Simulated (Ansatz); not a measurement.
**Other spins and charges of ZnS, triplet at one geometry**

Geometry (PBE0/def2-TZVP stationary point for this spin):

| atom | x (Å) | y (Å) | z (Å) |
| --- | --- | --- | --- |
| Zn | 0.0000 | 0.0000 | 0.0000 |
| S | 0.0000 | 0.0000 | 2.2554 |

Basis def2-TZVPP; Ansatz 0.2.0. Correlated methods freeze the noble-gas cores. R marks a restricted (for open shells ROHF) determinant, U an unrestricted one. Active spaces: valence = (18e, 10o) chosen from the atoms' valence shells. No spin–orbit coupling is included, and no scalar relativity. The metal's outer-core shells are frozen, which leaves out core–valence correlation.

Gaps are energies of the second state less the first, at fixed atoms, for a selection of the levels run; each method lands on the state that its own search finds for that charge and spin.

PBE gives 8.301 eV for removing an electron, to the doublet. Estimate what UCCSDT(Q) gives in def2-TZVPP.

UCCSDT(Q) in def2-TZVPP gives 8.117 eV, so against it PBE is off by 0.184 eV.

```
                 level  gap (eV)  error (meV)
                   UHF     7.782         -335
                  UMP2     8.182           65
                 UCCSD     8.132           15
              UCCSD(T)     8.133           16
                UCCSDT     8.126            9
CASSCF (valence space)     7.231         -886
NEVPT2 (valence space)     7.701         -416
                r2SCAN     8.473          356
                  PBE0     8.311          194
                 B3LYP     8.379          262
               wB97M-V     8.238          121
                B2PLYP     8.234          117
               RPA-PBE     8.274          157
```

Removing an electron, to the quartet: 9.115 eV at UCCSDT(Q).

```
                 level  gap (eV)  error (meV)
                   UHF     7.994        -1121
                  UMP2     9.055          -60
                 UCCSD     9.017          -98
              UCCSD(T)     9.106           -9
                UCCSDT     9.107           -8
CASSCF (valence space)     8.007        -1108
NEVPT2 (valence space)     8.698         -417
                   PBE     9.376          261
                r2SCAN     9.345          230
                  PBE0     9.280          165
                 B3LYP     9.399          284
               wB97M-V     9.317          202
                B2PLYP     9.224          109
               RPA-PBE     9.402          287
```

PBE gives 4.861 eV for quintet less triplet. Estimate what UCCSDT(Q) gives in def2-TZVPP.

UCCSDT(Q) in def2-TZVPP gives 4.672 eV, so against it PBE is off by 0.189 eV.

```csv
level,gap (eV),error (meV)
UHF,3.791,-881
UMP2,4.635,-37
UCCSD,4.590,-82
UCCSD(T),4.663,-9
UCCSDT,4.664,-8
r2SCAN,4.732,60
PBE0,4.747,75
B3LYP,4.954,282
wB97M-V,4.911,239
B2PLYP,4.861,189
RPA-PBE,4.789,117
```

Functionals correlate the shells that the reference freezes, so part of their error here is the reference's.

Full CI isn't at hand for all of this; UCCSDT(Q) serves as the reference, and is uncertain by about the last step of the cluster series. The frozen core follows each run's orbitals, which can shift R against U totals by a few meV for light atoms and by up to 0.1 eV past Ca.
